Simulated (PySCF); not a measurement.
How the method moves the bond dissociation enthalpies of hydrogen sulfide

Structure: `S` (H2S). Atom numbers as in the mapped SMILES `[SH2:1]`.

All levels share the PBE0-D3(BJ)/def2-SVP structures and the PBE0-D3(BJ)/def2-SVP thermal terms; only the single-point energies (PySCF) change. Values are bond dissociation enthalpies (298 K, kJ/mol).

```jsonl
{"level": "HF/aug-cc-pVTZ", "S1–H": "265", "time": "0.48 s"}
{"level": "MP2/aug-cc-pVTZ", "S1–H": "372", "time": "1.8 s"}
{"level": "CCSD(T)/aug-cc-pVTZ", "S1–H": "374", "time": "18 s"}
{"level": "ωB97X-D3(BJ)/def2-TZVP", "S1–H": "378", "time": "–"}
```

Times are wall times for all single points of a level on 1 thread of Arm Neoverse V1, a shared host; the dash marks the run that also made the structures.

Hartree-Fock leaves out electron correlation, so its bond energies come out too low, often by 100 kJ/mol or more.

The spread: 113 kJ/mol, from 265 to 378.
